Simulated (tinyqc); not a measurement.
Worked calculation (part 1 of 2): RHF in the sto-3g basis, for CH3-, spin multiplicity 1. The basis has no diffuse functions, so it cannot describe the extra electron: this is an exercise in the method, not the real anion. Computed by tinyqc, a small Python program that keeps every step (integrals from PySCF). Settings: charge = -1, multiplicity = 1, basis = sto-3g, energy threshold = 1e-10, iteration cap = 75, orthogonalisation = symmetric, start = core, DIIS depth = 8, method = RHF. Command: `OMP_NUM_THREADS=1 python tinyqc.py 21611 21612 out.jsonl` (the two numbers bound the seeds that draw the settings). One thread of a shared host (Intel(R) Xeon(R) Processor @ 2.60GHz), about 0.09 s of CPU time with the checks. Later iterations appear only in the table of the cycle.

## One-electron integrals

Geometry (angstrom):
```
atom,x,y,z
C,0.000000,0.000000,0.053000
H,1.032000,0.000000,0.000000
H,-0.516000,0.894000,0.000000
H,-0.516000,-0.894000,0.000000
```

Basis sto-3g: exponents (1/bohr^2) and contraction coefficients of normalised primitives:
```
element,l (shell),exponent,coefficient
C,s (1),71.616837,0.154329
C,s (1),13.045096,0.535328
C,s (1),3.530512,0.444635
C,s (2),2.941249,-0.099967
C,s (2),0.683483,0.399513
C,s (2),0.222290,0.700115
C,p (3),2.941249,0.155916
C,p (3),0.683483,0.607684
C,p (3),0.222290,0.391957
H,s (1),3.425251,0.154329
H,s (1),0.623914,0.535328
H,s (1),0.168855,0.444635
```

Overlap, kinetic and nuclear-attraction integrals over the contracted functions; the nuclear repulsion is the sum of Za Zb / Rab.

nuclear repulsion = 10.10435233 hartree

overlap S, lower triangle:
```
,1C 1s,1C 2s,1C 2px,1C 2py,1C 2pz,2H 1s,3H 1s,4H 1s
1C 1s,1.000000
1C 2s,0.248362,1.000000
1C 2px,0.000000,0.000000,1.000000
1C 2py,0.000000,0.000000,0.000000,1.000000
1C 2pz,0.000000,0.000000,0.000000,0.000000,1.000000
2H 1s,0.071078,0.523786,0.485279,0.000000,-0.024922,1.000000
3H 1s,0.071041,0.523653,-0.242551,0.420233,-0.024913,0.167278,1.000000
4H 1s,0.071041,0.523653,-0.242551,-0.420233,-0.024913,0.167278,0.167176,1.000000
```

kinetic energy T (hartree), lower triangle:
```
,1C 1s,1C 2s,1C 2px,1C 2py,1C 2pz,2H 1s,3H 1s,4H 1s
1C 1s,15.891122
1C 2s,-0.085890,0.472250
1C 2px,0.000000,0.000000,1.477728
1C 2py,0.000000,0.000000,0.000000,1.477728
1C 2pz,0.000000,0.000000,0.000000,0.000000,1.477728
2H 1s,-0.007816,0.126317,0.296713,0.000000,-0.015238,0.760032
3H 1s,-0.007830,0.126235,-0.148251,0.256853,-0.015227,-0.005804,0.760032
4H 1s,-0.007830,0.126235,-0.148251,-0.256853,-0.015227,-0.005804,-0.005816,0.760032
```

nuclear attraction V (hartree), lower triangle:
```
,1C 1s,1C 2s,1C 2px,1C 2py,1C 2pz,2H 1s,3H 1s,4H 1s
1C 1s,-35.188798
1C 2s,-4.573727,-6.670301
1C 2px,-0.000012,-0.000096,-6.698372
1C 2py,0.000000,0.000000,0.000000,-6.698380
1C 2pz,0.002898,0.028673,0.000006,0.000000,-6.489768
2H 1s,-1.336537,-3.018483,-2.598089,0.000000,0.140904,-4.807759
3H 1s,-1.335813,-3.017466,1.298412,-2.249627,0.140839,-0.892973,-4.807113
4H 1s,-1.335813,-3.017466,1.298412,2.249627,0.140839,-0.892973,-0.892414,-4.807113
```

core Hamiltonian H = T + V (hartree), lower triangle:
```
,1C 1s,1C 2s,1C 2px,1C 2py,1C 2pz,2H 1s,3H 1s,4H 1s
1C 1s,-19.297676
1C 2s,-4.659617,-6.198051
1C 2px,-0.000012,-0.000096,-5.220644
1C 2py,0.000000,0.000000,0.000000,-5.220652
1C 2pz,0.002898,0.028673,0.000006,0.000000,-5.012040
2H 1s,-1.344352,-2.892167,-2.301376,0.000000,0.125665,-4.047727
3H 1s,-1.343642,-2.891231,1.150161,-1.992774,0.125612,-0.898778,-4.047081
4H 1s,-1.343642,-2.891231,1.150161,1.992774,0.125612,-0.898778,-0.898231,-4.047081
```

## Two-electron integrals

Functions are numbered as in S; the eight-fold symmetry (ij|kl) = (ji|kl) = (kl|ij) leaves the list below.

Two-electron integrals (ij|kl) in chemists' order, unique and non-zero (hartree):
```
i,j,k,l,(ij|kl)
1,1,1,1,3.541948
2,1,1,1,0.576921
2,1,2,1,0.111888
2,2,1,1,0.854682
2,2,2,1,0.205284
2,2,2,2,0.624709
3,1,3,1,0.020296
3,2,3,1,0.030858
3,2,3,2,0.137996
3,3,1,1,0.852436
3,3,2,1,0.205335
3,3,2,2,0.624568
3,3,3,3,0.672833
4,1,4,1,0.020296
4,2,4,1,0.030858
4,2,4,2,0.137996
4,3,4,3,0.036269
4,4,1,1,0.852436
4,4,2,1,0.205335
4,4,2,2,0.624568
4,4,3,3,0.600295
4,4,4,4,0.672833
5,1,5,1,0.020296
5,2,5,1,0.030858
5,2,5,2,0.137996
5,3,5,3,0.036269
5,4,5,4,0.036269
5,5,1,1,0.852436
5,5,2,1,0.205335
5,5,2,2,0.624568
5,5,3,3,0.600295
5,5,4,4,0.600295
5,5,5,5,0.672833
6,1,1,1,0.166873
6,1,2,1,0.032126
6,1,2,2,0.058694
6,1,3,1,0.001979
6,1,3,2,0.003645
6,1,3,3,0.059110
6,1,4,4,0.058495
6,1,5,1,-0.000102
6,1,5,2,-0.000187
6,1,5,3,-0.000032
6,1,5,5,0.058497
6,1,6,1,0.009436
6,2,1,1,0.362786
6,2,2,1,0.088117
6,2,2,2,0.290724
6,2,3,1,0.008356
6,2,3,2,0.055100
6,2,3,3,0.303594
6,2,4,4,0.284135
6,2,5,1,-0.000429
6,2,5,2,-0.002830
6,2,5,3,-0.000999
6,2,5,5,0.284186
6,2,6,1,0.026312
6,2,6,2,0.170816
6,3,1,1,0.294473
6,3,2,1,0.072513
6,3,2,2,0.253716
6,3,3,1,0.015466
6,3,3,2,0.093256
6,3,3,3,0.279172
6,3,4,4,0.240835
6,3,5,1,-0.000311
6,3,5,2,-0.002315
6,3,5,3,-0.001400
6,3,5,5,0.240878
6,3,6,1,0.022781
6,3,6,2,0.177403
6,3,6,3,0.203222
6,4,4,1,0.009415
6,4,4,2,0.048178
6,4,4,3,0.011086
6,4,5,4,-0.000569
6,4,6,4,0.022275
6,5,1,1,-0.015123
6,5,2,1,-0.003724
6,5,2,2,-0.013030
6,5,3,1,-0.000311
6,5,3,2,-0.002315
6,5,3,3,-0.013199
6,5,4,4,-0.012368
6,5,5,1,0.009431
6,5,5,2,0.048297
6,5,5,3,0.011128
6,5,5,5,-0.013509
6,5,6,1,-0.001170
6,5,6,2,-0.009111
6,5,6,3,-0.009293
6,5,6,5,0.022753
6,6,1,1,0.497326
6,6,2,1,0.122877
6,6,2,2,0.457041
6,6,3,1,0.015687
6,6,3,2,0.134670
6,6,3,3,0.505084
6,6,4,4,0.432683
6,6,5,1,-0.000806
6,6,5,2,-0.006916
6,6,5,3,-0.003718
6,6,5,5,0.432874
6,6,6,1,0.037359
6,6,6,2,0.328132
6,6,6,3,0.378065
6,6,6,5,-0.019416
6,6,6,6,0.774606
7,1,1,1,0.166783
7,1,2,1,0.032109
7,1,2,2,0.058663
7,1,3,1,-0.000989
7,1,3,2,-0.001821
7,1,3,3,0.058618
7,1,4,1,0.001713
7,1,4,2,0.003156
7,1,4,3,-0.000266
7,1,4,4,0.058925
7,1,5,1,-0.000102
7,1,5,2,-0.000187
7,1,5,3,0.000016
7,1,5,4,-0.000027
7,1,5,5,0.058466
7,1,6,1,0.009122
7,1,6,2,0.024666
7,1,6,3,0.019775
7,1,6,4,0.000919
7,1,6,5,-0.001097
7,1,6,6,0.034131
7,1,7,1,0.009426
7,2,1,1,0.362662
7,2,2,1,0.088087
7,2,2,2,0.290634
7,2,3,1,-0.004176
7,2,3,2,-0.027537
7,2,3,3,0.288908
7,2,4,1,0.007234
7,2,4,2,0.047710
7,2,4,3,-0.008423
7,2,4,4,0.298640
7,2,5,1,-0.000429
7,2,5,2,-0.002828
7,2,5,3,0.000499
7,2,5,4,-0.000865
7,2,5,5,0.284097
7,2,6,1,0.024671
7,2,6,2,0.125900
7,2,6,3,0.101450
7,2,6,4,0.014830
7,2,6,5,-0.006529
7,2,6,6,0.192153
7,2,7,1,0.026289
7,2,7,2,0.170722
7,3,1,1,-0.147168
7,3,2,1,-0.036240
7,3,2,2,-0.126803
7,3,3,1,0.010922
7,3,3,2,0.059422
7,3,3,3,-0.133465
7,3,4,1,-0.002619
7,3,4,2,-0.019513
7,3,4,3,0.013096
7,3,4,4,-0.126426
7,3,5,1,0.000155
7,3,5,2,0.001157
7,3,5,3,-0.000776
7,3,5,4,0.000359
7,3,5,5,-0.120387
7,3,6,1,-0.009092
7,3,6,2,-0.037878
7,3,6,3,-0.016114
7,3,6,4,-0.003351
7,3,6,5,0.001919
7,3,6,6,-0.044550
7,3,7,1,-0.011379
7,3,7,2,-0.088642
7,3,7,3,0.067461
7,4,1,1,0.254978
7,4,2,1,0.062787
7,4,2,2,0.219694
7,4,3,1,-0.002619
7,4,3,2,-0.019513
7,4,3,3,0.212039
7,4,4,1,0.013948
7,4,4,2,0.081968
7,4,4,3,-0.011601
7,4,4,4,0.238238
7,4,5,1,-0.000269
7,4,5,2,-0.002004
7,4,5,3,0.000359
7,4,5,4,-0.001192
7,4,5,5,0.208577
7,4,6,1,0.017591
7,4,6,2,0.095288
7,4,6,3,0.076111
7,4,6,4,0.025885
7,4,6,5,-0.004836
7,4,6,6,0.145308
7,4,7,1,0.019715
7,4,7,2,0.153577
7,4,7,3,-0.078312
7,4,7,4,0.157941
7,5,1,1,-0.015116
7,5,2,1,-0.003722
7,5,2,2,-0.013024
7,5,3,1,0.000155
7,5,3,2,0.001157
7,5,3,3,-0.012571
7,5,4,1,-0.000269
7,5,4,2,-0.002004
7,5,4,3,0.000359
7,5,4,4,-0.012986
7,5,5,1,0.009427
7,5,5,2,0.048278
7,5,5,3,-0.005561
7,5,5,4,0.009635
7,5,5,5,-0.013503
7,5,6,1,-0.001097
7,5,6,2,-0.006528
7,5,6,3,-0.005147
7,5,6,4,-0.000755
7,5,6,5,0.015785
7,5,6,6,-0.010634
7,5,7,1,-0.001169
7,5,7,2,-0.009105
7,5,7,3,0.004643
7,5,7,4,-0.008044
7,5,7,5,0.022737
7,6,1,1,0.105982
7,6,2,1,0.025790
7,6,2,2,0.087455
7,6,3,1,0.001027
7,6,3,2,0.007092
7,6,3,3,0.088238
7,6,4,1,0.001779
7,6,4,2,0.012286
7,6,4,3,0.000426
7,6,4,4,0.088731
7,6,5,1,-0.000211
7,6,5,2,-0.001457
7,6,5,3,-0.000190
7,6,5,4,-0.000329
7,6,5,5,0.085316
7,6,6,1,0.007511
7,6,6,2,0.046215
7,6,6,3,0.044288
7,6,6,4,0.004899
7,6,6,5,-0.002710
7,6,6,6,0.082867
7,6,7,1,0.007507
7,6,7,2,0.046204
7,6,7,3,-0.017895
7,6,7,4,0.040800
7,6,7,5,-0.002709
7,6,7,6,0.014973
7,7,1,1,0.497230
7,7,2,1,0.122854
7,7,2,2,0.456978
7,7,3,1,-0.007840
7,7,3,2,-0.067310
7,7,3,3,0.450713
7,7,4,1,0.013583
7,7,4,2,0.116619
7,7,4,3,-0.031342
7,7,4,4,0.486925
7,7,5,1,-0.000805
7,7,5,2,-0.006914
7,7,5,3,0.001858
7,7,5,4,-0.003219
7,7,5,5,0.432814
7,7,6,1,0.034143
7,7,6,2,0.192188
7,7,6,3,0.148129
7,7,6,4,0.034061
7,7,6,5,-0.010636
7,7,6,6,0.293858
7,7,7,1,0.037332
7,7,7,2,0.328028
7,7,7,3,-0.188947
7,7,7,4,0.327362
7,7,7,5,-0.019407
7,7,7,6,0.082867
7,7,7,7,0.774606
8,1,1,1,0.166783
8,1,2,1,0.032109
8,1,2,2,0.058663
8,1,3,1,-0.000989
8,1,3,2,-0.001821
8,1,3,3,0.058618
8,1,4,1,-0.001713
8,1,4,2,-0.003156
8,1,4,3,0.000266
8,1,4,4,0.058925
8,1,5,1,-0.000102
8,1,5,2,-0.000187
8,1,5,3,0.000016
8,1,5,4,0.000027
8,1,5,5,0.058466
8,1,6,1,0.009122
8,1,6,2,0.024666
8,1,6,3,0.019775
8,1,6,4,-0.000919
8,1,6,5,-0.001097
8,1,6,6,0.034131
8,1,7,1,0.009117
8,1,7,2,0.024657
8,1,7,3,-0.010678
8,1,7,4,0.016663
8,1,7,5,-0.001097
8,1,7,6,0.007126
8,1,7,7,0.034124
8,1,8,1,0.009426
8,2,1,1,0.362662
8,2,2,1,0.088087
8,2,2,2,0.290634
8,2,3,1,-0.004176
8,2,3,2,-0.027537
8,2,3,3,0.288908
8,2,4,1,-0.007234
8,2,4,2,-0.047710
8,2,4,3,0.008423
8,2,4,4,0.298640
8,2,5,1,-0.000429
8,2,5,2,-0.002828
8,2,5,3,0.000499
8,2,5,4,0.000865
8,2,5,5,0.284097
8,2,6,1,0.024671
8,2,6,2,0.125900
8,2,6,3,0.101450
8,2,6,4,-0.014830
8,2,6,5,-0.006529
8,2,6,6,0.192153
8,2,7,1,0.024657
8,2,7,2,0.125854
8,2,7,3,-0.063534
8,2,7,4,0.080431
8,2,7,5,-0.006526
8,2,7,6,0.036087
8,2,7,7,0.192115
8,2,8,1,0.026289
8,2,8,2,0.170722
8,3,1,1,-0.147168
8,3,2,1,-0.036240
8,3,2,2,-0.126803
8,3,3,1,0.010922
8,3,3,2,0.059422
8,3,3,3,-0.133465
8,3,4,1,0.002619
8,3,4,2,0.019513
8,3,4,3,-0.013096
8,3,4,4,-0.126426
8,3,5,1,0.000155
8,3,5,2,0.001157
8,3,5,3,-0.000776
8,3,5,4,-0.000359
8,3,5,5,-0.120387
8,3,6,1,-0.009092
8,3,6,2,-0.037878
8,3,6,3,-0.016114
8,3,6,4,0.003351
8,3,6,5,0.001919
8,3,6,6,-0.044550
8,3,7,1,-0.010678
8,3,7,2,-0.063534
8,3,7,3,0.046855
8,3,7,4,-0.039713
8,3,7,5,0.003226
8,3,7,6,-0.013806
8,3,7,7,-0.103503
8,3,8,1,-0.011379
8,3,8,2,-0.088642
8,3,8,3,0.067461
8,4,1,1,-0.254978
8,4,2,1,-0.062787
8,4,2,2,-0.219694
8,4,3,1,0.002619
8,4,3,2,0.019513
8,4,3,3,-0.212039
8,4,4,1,0.013948
8,4,4,2,0.081968
8,4,4,3,-0.011601
8,4,4,4,-0.238238
8,4,5,1,0.000269
8,4,5,2,0.002004
8,4,5,3,-0.000359
8,4,5,4,-0.001192
8,4,5,5,-0.208577
8,4,6,1,-0.017591
8,4,6,2,-0.095288
8,4,6,3,-0.076111
8,4,6,4,0.025885
8,4,6,5,0.004836
8,4,6,6,-0.145308
8,4,7,1,-0.016663
8,4,7,2,-0.080431
8,4,7,3,0.039713
8,4,7,4,-0.037128
8,4,7,5,0.004079
8,4,7,6,-0.023920
8,4,7,7,-0.111237
8,4,8,1,-0.019715
8,4,8,2,-0.153577
8,4,8,3,0.078312
8,4,8,4,0.157941
8,5,1,1,-0.015116
8,5,2,1,-0.003722
8,5,2,2,-0.013024
8,5,3,1,0.000155
8,5,3,2,0.001157
8,5,3,3,-0.012571
8,5,4,1,0.000269
8,5,4,2,0.002004
8,5,4,3,-0.000359
8,5,4,4,-0.012986
8,5,5,1,0.009427
8,5,5,2,0.048278
8,5,5,3,-0.005561
8,5,5,4,-0.009635
8,5,5,5,-0.013503
8,5,6,1,-0.001097
8,5,6,2,-0.006528
8,5,6,3,-0.005147
8,5,6,4,0.000755
8,5,6,5,0.015785
8,5,6,6,-0.010634
8,5,7,1,-0.001097
8,5,7,2,-0.006526
8,5,7,3,0.003226
8,5,7,4,-0.004079
8,5,7,5,0.015778
8,5,7,6,-0.002056
8,5,7,7,-0.010631
8,5,8,1,-0.001169
8,5,8,2,-0.009105
8,5,8,3,0.004643
8,5,8,4,0.008044
8,5,8,5,0.022737
8,6,1,1,0.105982
8,6,2,1,0.025790
8,6,2,2,0.087455
8,6,3,1,0.001027
8,6,3,2,0.007092
8,6,3,3,0.088238
8,6,4,1,-0.001779
8,6,4,2,-0.012286
8,6,4,3,-0.000426
8,6,4,4,0.088731
8,6,5,1,-0.000211
8,6,5,2,-0.001457
8,6,5,3,-0.000190
8,6,5,4,0.000329
8,6,5,5,0.085316
8,6,6,1,0.007511
8,6,6,2,0.046215
8,6,6,3,0.044288
8,6,6,4,-0.004899
8,6,6,5,-0.002710
8,6,6,6,0.082867
8,6,7,1,0.007126
8,6,7,2,0.036087
8,6,7,3,-0.013806
8,6,7,4,0.023920
8,6,7,5,-0.002056
8,6,7,6,0.012173
8,6,7,7,0.054135
8,6,8,1,0.007507
8,6,8,2,0.046204
8,6,8,3,-0.017895
8,6,8,4,-0.040800
8,6,8,5,-0.002709
8,6,8,6,0.014973
8,7,1,1,0.105917
8,7,2,1,0.025775
8,7,2,2,0.087401
8,7,3,1,-0.002053
8,7,3,2,-0.014173
8,7,3,3,0.088920
8,7,4,4,0.087939
8,7,5,1,-0.000211
8,7,5,2,-0.001456
8,7,5,3,0.000380
8,7,5,5,0.085264
8,7,6,1,0.007125
8,7,6,2,0.036077
8,7,6,3,0.027608
8,7,6,5,-0.002055
8,7,6,6,0.054111
8,7,7,1,0.007502
8,7,7,2,0.046173
8,7,7,3,-0.026358
8,7,7,4,0.035879
8,7,7,5,-0.002707
8,7,7,6,0.012166
8,7,7,7,0.082808
8,7,8,1,0.007502
8,7,8,2,0.046173
8,7,8,3,-0.026358
8,7,8,4,-0.035879
8,7,8,5,-0.002707
8,7,8,6,0.012166
8,7,8,7,0.014954
8,8,1,1,0.497230
8,8,2,1,0.122854
8,8,2,2,0.456978
8,8,3,1,-0.007840
8,8,3,2,-0.067310
8,8,3,3,0.450713
8,8,4,1,-0.013583
8,8,4,2,-0.116619
8,8,4,3,0.031342
8,8,4,4,0.486925
8,8,5,1,-0.000805
8,8,5,2,-0.006914
8,8,5,3,0.001858
8,8,5,4,0.003219
8,8,5,5,0.432814
8,8,6,1,0.034143
8,8,6,2,0.192188
8,8,6,3,0.148129
8,8,6,4,-0.034061
8,8,6,5,-0.010636
8,8,6,6,0.293858
8,8,7,1,0.034124
8,8,7,2,0.192115
8,8,7,3,-0.103503
8,8,7,4,0.111237
8,8,7,5,-0.010631
8,8,7,6,0.054135
8,8,7,7,0.293797
8,8,8,1,0.037332
8,8,8,2,0.328028
8,8,8,3,-0.188947
8,8,8,4,-0.327362
8,8,8,5,-0.019407
8,8,8,6,0.082867
8,8,8,7,0.082808
8,8,8,8,0.774606
```

## Orthogonalisation

S = U s U^T; symmetric (Loewdin) form X = U s^(-1/2) U^T, so that X^T S X = 1.

eigenvalues of S: 0.226920  0.316215  0.316263  0.957619  1.003057  1.516474  1.516561  2.146892

X, lower triangle:
```
,1C 1s,1C 2s,1C 2px,1C 2py,1C 2pz,2H 1s,3H 1s,4H 1s
1C 1s,1.028633
1C 2s,-0.171430,1.527467
1C 2px,-0.000007,0.000148,1.227836
1C 2py,0.000000,0.000000,0.000000,1.227821
1C 2pz,0.001959,-0.023467,-0.000008,0.000000,1.001094
2H 1s,0.026176,-0.388442,-0.390703,0.000000,0.018173,1.323424
3H 1s,0.026174,-0.388223,0.195235,-0.338258,0.018160,-0.039183,1.323198
4H 1s,0.026174,-0.388223,0.195235,0.338258,0.018160,-0.039183,-0.039188,1.323198
```

## Starting guess

The start is the orbitals of the core Hamiltonian; D = 2 C_occ C_occ^T.

D at the start, lower triangle:
```
,1C 1s,1C 2s,1C 2px,1C 2py,1C 2pz,2H 1s,3H 1s,4H 1s
1C 1s,2.160758
1C 2s,-0.728290,3.241116
1C 2px,-0.000045,0.000360,2.690130
1C 2py,0.000000,0.000000,0.000000,2.690202
1C 2pz,0.010613,-0.067532,-0.000024,0.000000,2.003761
2H 1s,0.098897,-0.410996,-0.582345,0.000000,0.030921,0.178432
3H 1s,0.098861,-0.410796,0.290994,-0.504272,0.030901,-0.010635,0.178349
4H 1s,0.098861,-0.410796,0.290994,0.504272,0.030901,-0.010635,-0.010700,0.178349
```

## Iteration 1: building the Fock matrix

J_ij = sum D_kl (ij|kl), K_ij = sum D_kl (ik|jl); F = H + J - 0.5 K; E = tr D H + tr D J / 2 - 0.25 tr D K + E_nn.

Coulomb J (hartree), lower triangle:
```
,1C 1s,1C 2s,1C 2px,1C 2py,1C 2pz,2H 1s,3H 1s,4H 1s
1C 1s,14.310321
1C 2s,2.877177,6.852951
1C 2px,0.000000,-0.000012,6.840149
1C 2py,0.000000,0.000000,0.000000,6.840153
1C 2pz,-0.000324,0.002312,0.000001,0.000000,6.861642
2H 1s,0.826503,3.096512,2.642365,0.000000,-0.135036,4.654056
3H 1s,0.826062,3.095532,-1.320611,2.288028,-0.134977,0.923508,4.653360
4H 1s,0.826062,3.095532,-1.320611,-2.288028,-0.134977,0.923508,0.922946,4.653360
```

exchange K (hartree), lower triangle:
```
,1C 1s,1C 2s,1C 2px,1C 2py,1C 2pz,2H 1s,3H 1s,4H 1s
1C 1s,7.342798
1C 2s,1.363533,2.212544
1C 2px,0.000000,-0.000008,1.812413
1C 2py,0.000000,0.000000,0.000000,1.812419
1C 2pz,-0.000044,0.001475,0.000001,0.000000,1.845855
2H 1s,0.409775,0.896840,0.570379,0.000000,-0.028556,0.593511
3H 1s,0.409563,0.896517,-0.285051,0.493862,-0.028542,0.277194,0.593136
4H 1s,0.409563,0.896517,-0.285051,-0.493862,-0.028542,0.277194,0.277034,0.593136
```

Fock matrix F (hartree), lower triangle:
```
,1C 1s,1C 2s,1C 2px,1C 2py,1C 2pz,2H 1s,3H 1s,4H 1s
1C 1s,-8.658754
1C 2s,-2.464207,-0.451372
1C 2px,-0.000012,-0.000104,0.713299
1C 2py,0.000000,0.000000,0.000000,0.713291
1C 2pz,0.002597,0.030248,0.000006,0.000000,0.926674
2H 1s,-0.722737,-0.244074,0.055799,0.000000,0.004908,0.309573
3H 1s,-0.722362,-0.243957,-0.027924,0.048323,0.004906,-0.113867,0.309711
4H 1s,-0.722362,-0.243957,-0.027924,-0.048323,0.004906,-0.113867,-0.113802,0.309711
```

total energy of this density = -35.69104053 hartree

## Iteration 1: diagonalisation and new density

Diagonalise F' = X^T F X, C = X C', fill 5 alpha and 5 beta electrons from the bottom; D = 2 C_occ C_occ^T. Each column has its largest component positive (the first on a tie).

F' = X^T F X (hartree), lower triangle:
```
,1,2,3,4,5,6,7,8
1,-8.415878
2,-1.504085,0.598389
3,-0.000001,0.000068,1.091978
4,0.000000,0.000000,0.000000,1.091956
5,0.002966,-0.000191,-0.000005,0.000000,0.928324
6,-0.132469,-0.393403,-0.461452,0.000000,0.021461,0.781019
7,-0.132329,-0.393199,0.230603,-0.399524,0.021447,-0.079413,0.780836
8,-0.132329,-0.393199,0.230603,0.399524,0.021447,-0.079413,-0.079395,0.780836
```

orbital energies (hartree): MO1 -8.672391, MO2 0.093896, MO3 0.399324, MO4 0.399374, MO5 0.927933, MO6 1.383479, MO7 1.552862, MO8 1.552982

coefficients C:
```
,MO1,MO2,MO3,MO4,MO5,MO6,MO7,MO8
1C 1s,0.988015,-0.210397,0.000000,0.000021,-0.018747,-0.262186,0.000000,-0.000327
1C 2s,0.055019,0.478725,0.000000,-0.000089,0.078985,1.605293,0.000000,0.002259
1C 2px,0.000006,0.000106,0.000000,0.405484,0.000005,-0.001410,0.000000,1.253812
1C 2py,0.000000,0.000000,0.405435,0.000000,0.000000,0.000000,1.253796,0.000000
1C 2pz,-0.001186,-0.024496,0.000000,0.000002,0.997324,-0.092080,0.000000,-0.000130
2H 1s,-0.011303,0.297516,0.000000,0.614986,-0.012905,-0.760242,0.000000,-1.007019
3H 1s,-0.011298,0.297389,0.532669,-0.307631,-0.012904,-0.761874,-0.871051,0.501899
4H 1s,-0.011298,0.297389,-0.532669,-0.307631,-0.012904,-0.761874,0.871051,0.501899
```

D after iteration 1, lower triangle:
```
,1C 1s,1C 2s,1C 2px,1C 2py,1C 2pz,2H 1s,3H 1s,4H 1s
1C 1s,2.041583
1C 2s,-0.095687,0.476887
1C 2px,-0.000016,0.000031,0.328835
1C 2py,0.000000,0.000000,0.000000,0.328755
1C 2pz,-0.029431,0.133962,0.000006,0.000000,1.990512
2H 1s,-0.147018,0.281465,0.498797,0.000000,-0.040288,0.934035
3H 1s,-0.146993,0.281508,-0.249417,0.431925,-0.040283,-0.200833,0.934214
4H 1s,-0.146993,0.281508,-0.249417,-0.431925,-0.040283,-0.200833,-0.200730,0.934214
```

## Iteration 2: building the Fock matrix

As before.

Coulomb J (hartree), lower triangle:
```
,1C 1s,1C 2s,1C 2px,1C 2py,1C 2pz,2H 1s,3H 1s,4H 1s
1C 1s,12.401829
1C 2s,2.449652,6.034330
1C 2px,0.000013,0.000065,6.045133
1C 2py,0.000000,0.000000,0.000000,6.045163
1C 2pz,0.001227,-0.005677,-0.000002,0.000000,5.995467
2H 1s,0.704298,2.831457,2.489054,0.000000,-0.129704,4.608183
3H 1s,0.703920,2.830574,-1.243966,2.155285,-0.129648,0.852714,4.607679
4H 1s,0.703920,2.830574,-1.243966,-2.155285,-0.129648,0.852714,0.852185,4.607679
```

exchange K (hartree), lower triangle:
```
,1C 1s,1C 2s,1C 2px,1C 2py,1C 2pz,2H 1s,3H 1s,4H 1s
1C 1s,7.156372
1C 2s,1.276792,1.758124
1C 2px,0.000003,0.000144,1.259661
1C 2py,0.000000,0.000000,0.000000,1.259599
1C 2pz,-0.001308,0.020857,-0.000009,0.000000,1.618987
2H 1s,0.374481,0.999707,0.854081,0.000000,-0.043103,1.457583
3H 1s,0.374283,0.999442,-0.426878,0.739582,-0.043089,0.311793,1.457455
4H 1s,0.374283,0.999442,-0.426878,-0.739582,-0.043089,0.311793,0.311607,1.457455
```

Fock matrix F (hartree), lower triangle:
```
,1C 1s,1C 2s,1C 2px,1C 2py,1C 2pz,2H 1s,3H 1s,4H 1s
1C 1s,-10.474034
1C 2s,-2.848362,-1.042783
1C 2px,-0.000001,-0.000103,0.194658
1C 2py,0.000000,0.000000,0.000000,0.194711
1C 2pz,0.004778,0.012568,0.000008,0.000000,0.173933
2H 1s,-0.827295,-0.560563,-0.239363,0.000000,0.017513,-0.168335
3H 1s,-0.826863,-0.560378,0.119634,-0.207280,0.017508,-0.201960,-0.168130
4H 1s,-0.826863,-0.560378,0.119634,0.207280,0.017508,-0.201960,-0.201849,-0.168130
```

total energy of this density = -38.77708843 hartree
